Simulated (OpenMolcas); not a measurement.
How methods differ on CH7AlSi (SMILES [CH3][AlH][SiH3])

CH7AlSi has 10 atoms, charge 0, and is taken as a singlet. As SMILES, `[CH3][AlH][SiH3]`. The coordinates come from a PBE0-D4/def2-TZVP relaxation.

```xyz
10

C    -1.4284    0.9672   -0.7924
Al    0.4091    0.3095   -0.7209
Si    1.1617   -1.1073    1.1454
H    -1.9092    0.6593   -1.7275
H    -2.0506    0.6241    0.0366
H    -1.4380    2.0630   -0.7904
H     1.4169    0.7092   -1.8877
H     0.3349   -2.3476    1.2410
H     1.0002   -0.3950    2.4485
H     2.5866   -1.5336    1.0504
```

Quantity: the dipole moment, in D. The values are calculated.

```csv
level,kind,program,value (D)
SVWN5/cc-pVDZ,LDA,OpenMolcas,1.18
BLYP/cc-pVDZ,GGA,OpenMolcas,?
PBE/cc-pVDZ,GGA,OpenMolcas,1.16
revPBE/cc-pVDZ,GGA,OpenMolcas,?
r2SCAN/cc-pVDZ,meta-GGA,OpenMolcas,1.16
B3LYP/cc-pVDZ,global hybrid,OpenMolcas,1.12
M06-2X/cc-pVDZ,hybrid meta-GGA,OpenMolcas,1.14
PBE0/cc-pVDZ,global hybrid,OpenMolcas,1.14
```

(1) Estimate what the levels marked ? give.

## Answers

(1) As computed at these levels: BLYP/cc-pVDZ: 1.13 D; revPBE/cc-pVDZ: 1.15 D. The values span 1.12 to 1.18 D.
